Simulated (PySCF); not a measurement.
One formula, C4H3FO, several structures.

PySCF, B3LYP/def2-SVPD, density fitting, gas phase; each molecule at its own GFN2-xTB geometry, one conformer. Singlet excitations by full TDDFT with frozen cores and triplets by Tamm–Dancoff TDDFT. 

Torsions of the conformers computed, which needn't be the lowest (atom-mapped SMILES):
- `[O:1]=[C:2]=[CH:3]/[CH:4]=[CH:5]/[F:6]`: C2–C3–C4–C5 180°
- `[O:1]=[C:2]=[CH:3]/[CH:4]=[CH:5]\[F:6]`: C2–C3–C4–C5 180°
- `[CH:1]#[C:2][CH2:3][C:4](=[O:5])[F:6]`: C2–C3–C4–O5 106°
- `[O:1]=[c:2]1[cH:3][c:4]1[CH2:5][F:6]`: C3–C4–C5–F6 0°

Reference: `Cc1c(F)c1=O`, with HOMO energy -7.18 eV, LUMO energy -0.87 eV, lowest singlet excitation 5.06 eV, lowest triplet excitation 4.58 eV, mean polarisability 49.2 au and dipole moment 4.34 D.

Changes against it:

```
    molecule  Δ electronic energy (kcal/mol)  Δ HOMO energy (eV)  Δ LUMO energy (eV)  Δ lowest singlet excitation (eV)  Δ lowest triplet excitation (eV)  Δ mean polarisability (au)  Δ dipole moment (D)
 O=C=C/C=C\F                           -21.4               +0.91               -0.75                             -1.86                             -1.68                        +7.0                -3.30
  C#CCC(=O)F                           -15.8               -1.04               -0.43                             +0.61                             +0.48                        -0.4                -1.57
   O=c1cc1CF                            +2.2               +0.17               -0.62                             -0.82                             -0.73                        -0.5                -1.65
O=C1C=C(F)C1                           -18.4               -0.22               -0.80                             -0.91                             -0.85                        -0.7                -1.98
```

Rows whose labels were lost:

```json
{"row": "P", "Δ electronic energy (kcal/mol)": "-22.2", "Δ HOMO energy (eV)": "-1.16", "Δ LUMO energy (eV)": "-1.26", "Δ lowest singlet excitation (eV)": "-0.41", "Δ lowest triplet excitation (eV)": "-0.29", "Δ mean polarisability (au)": "+4.3", "Δ dipole moment (D)": "+0.43"}
{"row": "Q", "Δ electronic energy (kcal/mol)": "-13.9", "Δ HOMO energy (eV)": "-0.29", "Δ LUMO energy (eV)": "-1.38", "Δ lowest singlet excitation (eV)": "-1.32", "Δ lowest triplet excitation (eV)": "-1.25", "Δ mean polarisability (au)": "-1.1", "Δ dipole moment (D)": "-0.25"}
{"row": "R", "Δ electronic energy (kcal/mol)": "-19.5", "Δ HOMO energy (eV)": "+0.95", "Δ LUMO energy (eV)": "-0.82", "Δ lowest singlet excitation (eV)": "-1.97", "Δ lowest triplet excitation (eV)": "-1.79", "Δ mean polarisability (au)": "+6.7", "Δ dipole moment (D)": "-2.90"}
```

**Question.** Which row belongs to which of `O=C=C/C=C/F`, `CC#CC(=O)F` and `O=C1C=C[C@@H]1F`?

**Answer.** P = `CC#CC(=O)F`, Q = `O=C1C=C[C@@H]1F` and R = `O=C=C/C=C/F`. P and Q are told apart most clearly by the lowest triplet excitation (-0.29 against -1.25 eV); P and R are told apart most clearly by the dipole moment (+0.43 against -2.90 D); Q and R are told apart most clearly by the dipole moment (-0.25 against -2.90 D); R comes close to the labelled row of `O=C=C/C=C\F` in every column.

**Question.** Which row has the smallest HOMO–LUMO gap and which the largest, and does the HOMO or the LUMO shift more there?

**Answer.** Smallest, counted from the reference: R, -1.77 eV (HOMO +0.95, LUMO -0.82), the larger shift being that of neither alone. Largest: `C#CCC(=O)F`, +0.61 eV (HOMO -1.04, LUMO -0.43), the larger shift being that of the HOMO.
